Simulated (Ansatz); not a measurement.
Geometry optimisation, RKS B3LYP-D4/def2-mTZVP (Ansatz).

Input:

```yaml
crystal:
  periodic: [false, false, false]
  atoms:
    - { symbol: B, position_ang: [-0.8795, 0.3512, -0.6408] }
    - { symbol: O, position_ang: [0.5154, 0.0581, -0.546] }
    - { symbol: C, position_ang: [0.7311, -0.5882, 0.6712] }
    - { symbol: H, position_ang: [-1.5144, -0.5875, -0.6511] }
    - { symbol: H, position_ang: [-1.1225, 0.9512, -1.7031] }
    - { symbol: H, position_ang: [-1.2747, 1.1311, 0.236] }
    - { symbol: H, position_ang: [1.016, 0.9362, -0.4858] }
    - { symbol: H, position_ang: [0.2622, -1.5453, 0.733] }
    - { symbol: H, position_ang: [0.4994, 0.0629, 1.6047] }
    - { symbol: H, position_ang: [1.8502, -0.8208, 0.7849] }
basis:
  gaussian: { orbitals: def2-mTZVP }
hamiltonian:
  xc: b3lyp
  dispersion: d4
relax:
  f_tol: 0.015
  max_steps: 40
```

Launched with:

```bash
$ ansatz run input.yaml --threads 1 --pin off --max-ram 2048MiB --backend cpu --events-out ev --progress --plain --runs-dir out
```

Task: Where does it end, and by what steps?

Result: It converged. After 6 steps the energy has fallen by 1.007 eV; B1 moved furthest, 0.23 Å.

```json
{"step": "0", "energy less start (eV)": "0.0000", "largest force component (eV/Å)": "4.488", "accepted": "yes"}
{"step": "1", "energy less start (eV)": "-0.7507", "largest force component (eV/Å)": "2.453", "accepted": "yes"}
{"step": "2", "energy less start (eV)": "-0.8016", "largest force component (eV/Å)": "1.389", "accepted": "yes"}
{"step": "3", "energy less start (eV)": "-0.9516", "largest force component (eV/Å)": "0.968", "accepted": "yes"}
{"step": "4", "energy less start (eV)": "-0.9987", "largest force component (eV/Å)": "0.413", "accepted": "yes"}
{"step": "5", "energy less start (eV)": "-1.0063", "largest force component (eV/Å)": "0.023", "accepted": "yes"}
{"step": "6", "energy less start (eV)": "-1.0065", "largest force component (eV/Å)": "0.010", "accepted": "yes"}
```

```xyz
10
Properties=species:S:1:pos:R:3
B -1.079 0.443 -0.697
O 0.535 0.048 -0.485
C 0.849 -0.606 0.768
H -1.614 -0.631 -0.712
H -1.053 1.027 -1.747
H -1.337 1.127 0.262
H 1.042 0.870 -0.562
H 0.291 -1.537 0.765
H 0.531 0.014 1.606
H 1.919 -0.806 0.805
```

Whether the end is a true minimum wasn't checked by a vibrational analysis.

Time of the run: 22 s on 1 thread of Arm Neoverse V1, on a shared host, peak memory 0.14 GiB.
